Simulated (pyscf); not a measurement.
## Routes from HO–GaH₂ + NH₃

Candidate steps break at most two bonds and form at most two. Each was searched with GFN2-xTB (tblite) first. Structures and frequencies: ωB97X-D3(BJ)/def2-SVP in PySCF. Energies: ωB97M-D3(BJ)/def2-TZVP, kJ/mol, from the separated reactants, singlet surface; ΔG‡ with ideal gas, 1 atm, RRHO with modes under 100 cm⁻¹ raised to 100, one conformer, R ln 2 for chiral ones without a mode under 150 cm⁻¹.

```tsv
products	type	ΔE‡	ΔE	ΔG‡ 298 K	ΔG‡ 900 K	ν‡ (cm⁻¹)
H₂O + H₂N–GaH₂	four-centre exchange	-17.3	+19.7	–	–	1022i
H₂N–GaH–OH + H₂	four-centre exchange	82.0	-19.0	115.4	198.5	1392i
```

A dash marks a saddle under its separated products, where this table gives no free-energy barrier. Row 1: On the reactant side the descent ends in an adduct with a Ga–N contact, 97.5 kJ/mol under the separated species and 74.0 kJ/mol under the saddle at ωB97X-D3(BJ)/def2-TZVP. On the product side the descent ends in an adduct with a Ga–O contact, 58.6 kJ/mol under the separated species and 16.7 kJ/mol under the saddle at ωB97X-D3(BJ)/def2-TZVP. Row 2: On the reactant side the descent ends in an adduct with a Ga–N contact (not fully relaxed), 97.2 kJ/mol under the separated species and 171.1 kJ/mol under the saddle at ωB97X-D3(BJ)/def2-TZVP. 

Plain bond fissions and candidates not yet searched are not listed, and one of them may be faster. Each barrier is that of the saddle found; lower ones may exist. Elements up to Kr have no core potential and no relativistic terms here.
